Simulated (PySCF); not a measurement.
C5H10N (doublet state).
Z-matrix (Å and degrees, GFN2-xTB geometry), rows numbered from 1:
```
C 
N   1  1.2544
C   2  1.4454  1  120.03
C   3  1.4876  2  105.71  1  -105.57
C   4  1.4841  3  119.42  2    79.12
C   4  1.4823  3  119.19  2   -87.16
H   1  1.0971  2  124.69  3    -5.28
H   1  1.0802  2  118.53  3   175.01
H   3  1.1033  2  111.86  1    15.48
H   3  1.0933  2  107.34  1   136.04
H   5  1.0915  4  111.22  3  -132.38
H   5  1.0889  4  111.16  3   -11.01
H   5  1.0957  4  110.88  3   108.70
H   6  1.0957  4  110.68  3    70.18
H   6  1.0909  4  111.04  3   -48.24
H   6  1.0880  4  110.92  3  -169.89
```

The hyperfine couplings belong to this conformer and change with its torsions.

As a line formula: `C=NC[C](C)C` [radical].

The calculation used UKS B3LYP, pcH-1 on C H N, non-relativistic, mean-field spin-orbit, GIAO in PySCF 2.14.0. One conformer (not necessarily the lowest) at the GFN2-xTB geometry, without solvent, vibrations or thermal averaging. GFN2-xTB frequencies show an imaginary mode (73i cm⁻¹), so this geometry is no minimum at that level. The geometry wasn't refined by DFT: couplings that depend on bond lengths, twists or pyramidal angles can differ widely from those at the functional's own minimum. Stability of the SCF solution: not tested.

Q: Break the g tensor into its mass correction, gauge correction and orbital-Zeeman/spin–orbit terms.

A: 
```tsv
Δg (ppm)	1	2	3
relativistic mass correction	-146	-146	-146
gauge correction	-1	32	29
orbital Zeeman/spin–orbit	-28	420	818
total	-176	306	702
```

So g = 2.00214, 2.00263, 2.00302 and g_iso = 2.00260; the tensor is rhombic: the two nearest values differ by 45 % of g3 − g1. Axes: g3 points within 7° of the C3–C4 bond.

Q: What effective moment and Curie constant follow for a powder?

A: With the mean of g² = 4.0104 and S(S+1) = 0.75: μ_eff = √(⟨g²⟩S(S+1)) = 1.734 μB and χT = 0.12505·⟨g²⟩·S(S+1) = 0.376 cm³ K/mol (cgs; spin-Hamiltonian part alone).

Q: Average each term over the three axes. Which is largest in size?

A: The orbital-Zeeman/spin–orbit term 403, the mass correction -146 and the gauge correction 20 ppm, for a total of 277 ppm. The orbital-Zeeman/spin–orbit term is the largest in size. The mass correction is the same along every axis, so the anisotropy comes from the other two: their spans along these axes are 33 (gauge) and 847 ppm (orbital Zeeman/spin–orbit).

Q: At 9.471 GHz, how far is the centre of the isotropic spectrum from where a free electron (g = 2.002319) resonates?

A: B = hν/(g μB) with μB/h = 13.99624 MHz/mT gives 337.95 mT for the free electron and 337.90 mT at g_iso, 0.05 mT lower.

Q: In a frozen sample, at which fields do the three g values resonate at 9.5, 34, 94 and 263 GHz (hyperfine left aside), and which band first spreads them over more than twice a line width of 0.3 mT?

A: 
```tsv
band	GHz	B(g3) mT	B(g2) mT	B(g1) mT	spread mT
X	9.5	338.86	338.93	339.01	0.15
Q	34.0	1212.78	1213.02	1213.31	0.53
W	94.0	3352.98	3353.64	3354.45	1.47
J	263.0	9381.21	9383.06	9385.32	4.11
```

The spread grows in proportion to the frequency. W band is the first where it exceeds 0.6 mT.

The Mulliken spin populations are largest on C4 (+0.96), C5 (-0.08), C6 (-0.08) and C3 (-0.06). No atom but C4 exceeds +0.15. The angles at C4 add up to 358.6°, so it is planar.

The HOMO–LUMO gaps are 4.65 eV among the α and 5.51 eV among the β orbitals.
